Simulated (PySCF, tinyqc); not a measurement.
Worked calculation: CCD on RHF in the sto-3g basis, frozen core, for CH2, spin multiplicity 1. The lowest restricted solution is unstable here: a spin-polarised one lies 0.0309 hartree lower (PySCF). One step of it, computed by the program tinyqc.

Question. Iteration 8 (converged): orbitals. Diagonalise F' = X^T F X, C = X C', fill 4 alpha and 4 beta electrons from the bottom; D = 2 C_occ C_occ^T. Each column has its largest component positive (the first on a tie).

converged F (hartree), lower triangle:
```
             1C 1s      1C 2s    1C 2px     1C 2py     1C 2pz      2H 1s      3H 1s
1C 1s   -10.997704
1C 2s    -2.953732  -1.427728
1C 2px    0.000000   0.000000  0.234792
1C 2py   -0.000032  -0.000526  0.000000  -0.176256
1C 2pz   -0.025125  -0.060941  0.000000  -0.000523  -0.207696
2H 1s    -0.557189  -0.593224  0.000000  -0.346062  -0.250713  -0.391261
3H 1s    -0.553293  -0.590613  0.000000   0.345402  -0.249966  -0.151383  -0.389004
```

X, lower triangle:
```
            1C 1s      1C 2s    1C 2px     1C 2py     1C 2pz      2H 1s     3H 1s
1C 1s    1.026653
1C 2s   -0.148726   1.207431
1C 2px   0.000000   0.000000  1.000000
1C 2py  -0.000048   0.000683  0.000000   1.130438
1C 2pz  -0.010141   0.095645  0.000000   0.000354   1.049940
2H 1s    0.024074  -0.273422  0.000000  -0.236350  -0.143303   1.180695
3H 1s    0.024005  -0.271716  0.000000   0.235291  -0.142419  -0.021203  1.179039
```

Give: F' = X^T F X; orbital energies; coefficients C; D after iteration 8.

Answer.

F' = X^T F X (hartree), lower triangle:
```
         1       2      3       4       5       6       7
1  -10.768
2   -1.555  -0.644
3    0.000   0.000  0.235
4    0.000   0.000  0.000   0.117
5   -0.049   0.118  0.000   0.000  -0.092
6   -0.053  -0.372  0.000  -0.394  -0.253  -0.006
7   -0.052  -0.370  0.000   0.393  -0.252  -0.034  -0.007
```

orbital energies (hartree): MO1 -11.003, MO2 -0.784, MO3 -0.486, MO4 -0.289, MO5 0.235, MO6 0.532, MO7 0.630

coefficients C:
```
           MO1     MO2     MO3     MO4    MO5     MO6     MO7
1C 1s    0.993  -0.222   0.001   0.127  0.000  -0.159  -0.002
1C 2s    0.028   0.720  -0.002  -0.573  0.000   0.888   0.013
1C 2px   0.000   0.000   0.000   0.000  1.000   0.000   0.000
1C 2py   0.000   0.001   0.522   0.000  0.000  -0.013   1.057
1C 2pz   0.005   0.136   0.001   0.780  0.000   0.725   0.010
2H 1s   -0.006   0.265   0.464   0.254  0.000  -0.786  -0.760
3H 1s   -0.006   0.263  -0.465   0.255  0.000  -0.803   0.738
```

D after iteration 8, lower triangle:
```
         1C 1s   1C 2s  1C 2px  1C 2py  1C 2pz   2H 1s  3H 1s
1C 1s    2.104
1C 2s   -0.409   1.697
1C 2px   0.000   0.000   0.000
1C 2py   0.000  -0.001   0.000   0.544
1C 2pz   0.147  -0.698   0.000   0.000   1.253
2H 1s   -0.065   0.088   0.000   0.484   0.469   0.700
3H 1s   -0.064   0.088   0.000  -0.485   0.469  -0.161  0.701
```
